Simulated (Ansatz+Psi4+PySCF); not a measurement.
**singlet Na₂: levels of theory in one basis**

```xyz
2

Na    0.0000    0.0000    1.5763
Na    0.0000    0.0000   -3.1525
```

Basis set: cc-pCVTZ (spherical functions). Left uncorrelated: 2 orbitals. Charge 0, multiplicity 1.

Computed with Ansatz (development build ahead of 0.2.0); each method stands on the lowest determinant of its kind that the runs found.

| method | E − E(RHF) (eV) | <S²> of the determinant |
| --- | --- | --- |
| RHF | 0.00 | 0.00 |
| UHF | -0.61 | 0.90 |
| UHF-MP2 | -15.13 | 0.90 |
| RHF-CCSD | -15.44 | – |
| UHF-CCSD | -15.44 | 0.90 |
| RHF-CCSD(T) | -15.68 | – |
| UHF-CCSD(T) | -15.65 | 0.90 |

(1) What does RHF-MP2 give on the same scale?

(2) Is a single determinant a sound starting point here?

Answers

(1) -14.94 eV.

(2) It is doubtful. Unrestricted orbitals lower Hartree–Fock by 0.61 eV and <S²> is 0.90 where a pure state has 0.00, a sign of strong static correlation.

Caution for RHF, RHF-MP2, RHF-CCSD, RHF-CCSD(T): an unrestricted determinant lies well below. Caution for UHF, UHF-MP2, UHF-CCSD, UHF-CCSD(T): the unrestricted determinant is a mixture of spin states; the determinant breaks the point group. Caution for RHF-MP2, RHF-CCSD, RHF-CCSD(T): large amplitudes, a single reference is doubtful.
